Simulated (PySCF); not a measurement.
PySCF input (M06-2X/6-311+G**):

```python
from pyscf import gto, dft

mol = gto.M(
    atom='''
    C    -0.15695778    0.14380206   -0.00182283
    O     0.16307591    1.35350479    0.03373055
    O    -1.29844570   -0.37101053   -0.03666319
    C     1.02325564   -0.88112702    0.00259799
    H     1.99411815   -0.38119220   -0.01032534
    H     0.95217891   -1.51222557    0.89410494
    H     0.93887411   -1.54258662   -0.86496950
    ''',
    basis='6-311+g**',
    charge=-1,
    spin=0,
    verbose=4,
)

mf = dft.RKS(mol, xc='m062x')
mf.grids.level = 4
mf.conv_tol = 1e-9
mf.max_cycle = 100
mf.max_memory = 1500
mf.kernel()
if not mf.converged:
    mf = mf.newton()
    mf.kernel(mf.make_rdm1())
mf.dip_moment()
```

### Question
Predict the final energy.

### Answer
-228.50063 Eh.
